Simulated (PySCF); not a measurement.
Which functional comes closest?

Molecule: `InChI=1S/C3H5N/c1-2-3-4/h2H2,1H3`.

Geometry:
| atom | x (Å) | y (Å) | z (Å) |
| --- | --- | --- | --- |
| C1 | -0.963 | 0.297 | -0.014 |
| C2 | 0.356 | -0.392 | -0.354 |
| C3 | 1.439 | -0.029 | 0.554 |
| N4 | 2.283 | 0.273 | 1.285 |
| H5 | -1.744 | -0.014 | -0.723 |
| H6 | -1.296 | 0.036 | 1.000 |
| H7 | -0.864 | 1.390 | -0.069 |
| H8 | 0.244 | -1.488 | -0.325 |
| H9 | 0.677 | -0.141 | -1.379 |

Geometry PBE0-D3(BJ)/def2-SVP throughout; GIAO in PySCF, gas phase, one conformer, non-relativistic; equivalent atoms averaged; basis pcSseg-2.

Reference values (measured; solution, not stated per compound (mostly CDCl3 or CCl4); Pretsch, Buehlmann, Badertscher, Structure Determination of Organic Compounds, 4th ed. (2009)): δ(C2) = 10.8 ppm, δ(C1) = 10.6 ppm, δ(H8/H9) = 2.35 ppm, δ(H5/H6/H7) = 1.31 ppm. Computed shifts are taken against TMS, calculated as an isolated molecule at each level.

How do the functionals HF, LDA, PBE, BLYP, BP86, OPBE, KT2, KT3, B97-D, B3LYP, PBE0, mPW1PW91, WP04, B97-2, BHandHLYP, CAM-B3LYP, wB97X-D, LC-wPBE perform against the reference? Times are CPU seconds on shared hosts with different chips, so compare them loosely.

Results:


```tsv
functional	kind	C2	C1	H8/H9	H5/H6/H7	mean abs. error C	mean abs. error H	core-s
HF	Hartree–Fock	11.0	13.9	2.03	1.29	1.8	0.17	9
LDA	LDA	12.0	10.7	2.24	1.11	0.6	0.15	24
PBE	GGA	13.8	13.1	2.22	1.16	2.8	0.14	19
BLYP	GGA	14.2	14.0	2.24	1.21	3.4	0.10	32
BP86	GGA	13.9	13.1	2.22	1.16	2.8	0.14	30
OPBE	GGA	14.7	13.5	2.21	1.14	3.4	0.16	31
KT2	GGA	14.1	13.4	2.29	1.17	3.0	0.10	31
KT3	GGA	15.0	14.5	2.28	1.20	4.0	0.09	30
B97-D	GGA	14.5	14.1	2.24	1.20	3.6	0.11	30
B3LYP	global hybrid	13.5	13.7	2.18	1.22	2.9	0.13	23
PBE0	global hybrid	13.0	13.0	2.15	1.18	2.3	0.17	22
mPW1PW91	global hybrid	13.3	13.1	2.15	1.18	2.5	0.17	21
WP04	global hybrid	16.2	15.2	2.16	1.22	5.0	0.14	14
B97-2	global hybrid	13.7	13.6	2.16	1.19	2.9	0.16	13
BHandHLYP	global hybrid	12.4	13.6	2.12	1.25	2.3	0.15	13
CAM-B3LYP	range-separated hybrid	12.5	13.0	2.13	1.23	2.0	0.15	17
wB97X-D	range-separated hybrid	13.1	13.2	2.10	1.19	2.4	0.19	17
LC-wPBE	range-separated hybrid	12.1	12.3	2.02	1.18	1.5	0.23	24
```

For ¹³C the closest is LDA (0.6 ppm) and the furthest WP04 (5.0 ppm).

For ¹H the closest is KT3 (0.09 ppm, with KT2, BLYP, B97-D practically level) and the furthest LC-wPBE (0.23 ppm). One molecule is a small sample, and vibrational and solvent effects are absent from the calculation.
